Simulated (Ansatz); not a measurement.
# Ligand exchange: how K changes with temperature for 2 PH3 ⇌ PH2(PH2) + H2

Gas-phase species: PH3 `P`, singlet; PH2(PH2), singlet; H2 (hydrogen), singlet. The partners trade H for PH2: P–H and H–PH2 bonds give way to P–PH2 and H–H.

The electronic reaction energy at CCSD(T)/CBS estimate is +18.9 kJ/mol. Shapes: PBE0-D4/def2-TZVP. Flexible molecules stand in one conformer, not always the lowest. Programs: Ansatz 0.2.0. Enthalpy and entropy come from rigid-rotor, harmonic-oscillator sums on unscaled PBE0-D4/def2-TZVP wavenumbers, ideal gases at 1 bar. Symmetry numbers: PH3 3, PH2(PH2) 2, H2 2. R = 8.3145 J/(mol K).

```
T (K)  ΔH (kJ/mol)  ΔS (J/(mol K))
  600        +18.8            -3.7
  800            ?               ?
 1000        +23.8            +2.8
```

Q: Work out ln K at 600 and 1000 K, and from these estimate it at 800 K.

A: 
1. 600 K: ΔG = +18.8 − 600 × (-3.7)/1000 = +21.0 kJ/mol; ln K = −ΔG/RT = -4.21.
2. 1000 K: ΔG = +23.8 − 1000 × (+2.8)/1000 = +21.0 kJ/mol; ln K = −ΔG/RT = -2.53.
3. Slope against 1000/T: (-2.53 − (-4.21))/(1.0000 − 1.6667) = -2.52, that is −ΔH/R with ΔH near +21 kJ/mol.
4. 800 K: ln K = -4.21 + (-2.52) × (1.2500 − 1.6667) = -3.16.

The full sums give ΔH = +21.6 kJ/mol, ΔS = +0.4 J/(mol K), ΔG = +21.3 kJ/mol and ln K = -3.20 at 800 K, so the line is off by +0.04 in ln K; without rounding the miss is +0.05, from the change of ΔH with temperature. The reactants are favoured over this whole range. An error of 10 kJ/mol in the energy moves ln K by 1.5 at 800 K. Soft modes are treated as harmonic, which can err either way at these temperatures; the lowest are those of PH2(PH2) (84 cm⁻¹). Other conformers aren't counted. Other reactions of these species are left aside. The CBS estimate extrapolates MP2 from def2-TZVPP and def2-QZVPP and adds CCSD(T) − MP2 in the triple-zeta set, cores frozen; for H2 it overshoots the exact energy by about 1 mEh.
